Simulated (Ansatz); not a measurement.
The inner images of a band of C₂H₂S₂ (6 atoms, charge 0, multiplicity 1) are given out of order.

Method: RKS PBE-D4/cc-pVDZ (Ansatz 0.2.0).

Initial state:

```xyz
6
Properties=species:S:1:pos:R:3
S 1.425 -0.290 -1.826
C 0.338 -0.204 -0.538
C -0.310 -0.245 0.516
S -1.384 -0.449 1.801
H 0.826 0.632 -2.652
H -0.852 0.492 2.653
```

Final state:

```xyz
6
Properties=species:S:1:pos:R:3
S 1.671 -0.945 -0.979
C 0.352 0.135 -1.063
C -0.020 0.248 0.232
S -1.148 -0.412 1.270
H -0.039 0.679 -1.943
H -0.773 0.229 2.436
```

Question: Put them in order from the first end to the last, with their energies above the first end.
A.
```xyz
6
Properties=species:S:1:pos:R:3
S 1.455 -0.252 -1.984
C 0.613 -0.446 -0.514
C -0.172 -0.267 0.422
S -1.401 -0.341 1.574
H 0.432 0.661 -1.996
H -0.884 0.580 2.452
```
B.
```xyz
6
Properties=species:S:1:pos:R:3
S 1.740 -0.932 -1.287
C 0.411 0.064 -0.995
C 0.059 0.269 0.317
S -1.090 -0.448 1.275
H -0.119 0.656 -1.772
H -0.959 0.328 2.416
```
C.
```xyz
6
Properties=species:S:1:pos:R:3
S 1.739 -0.481 -1.973
C 0.542 -0.167 -0.819
C -0.084 -0.201 0.341
S -1.311 -0.383 1.428
H 0.069 0.646 -1.434
H -0.914 0.521 2.411
```
D.
```xyz
6
Properties=species:S:1:pos:R:3
S 1.727 -0.720 -1.900
C 0.562 -0.125 -0.873
C 0.081 0.016 0.384
S -1.221 -0.411 1.314
H -0.066 0.698 -1.336
H -1.041 0.478 2.365
```
E.
```xyz
6
Properties=species:S:1:pos:R:3
S 1.596 -0.317 -2.045
C 0.532 -0.259 -0.688
C -0.156 -0.228 0.368
S -1.366 -0.362 1.522
H 0.317 0.555 -1.641
H -0.881 0.548 2.438
```
F.
```xyz
6
Properties=species:S:1:pos:R:3
S 1.756 -0.864 -1.629
C 0.502 -0.028 -0.914
C 0.081 0.250 0.370
S -1.085 -0.471 1.299
H -0.130 0.653 -1.554
H -1.083 0.398 2.380
```
G.
```xyz
6
Properties=species:S:1:pos:R:3
S 1.412 -0.275 -1.904
C 0.523 -0.423 -0.475
C -0.229 -0.315 0.500
S -1.414 -0.371 1.697
H 0.629 0.739 -2.399
H -0.879 0.580 2.535
```

Answer: G (+0.06 eV), A (+0.54 eV), E (+1.30 eV), C (+1.00 eV), D (+0.81 eV), F (+0.78 eV), B (+0.63 eV).

Time of the run: 11 min on 1 CPU thread of a shared host.
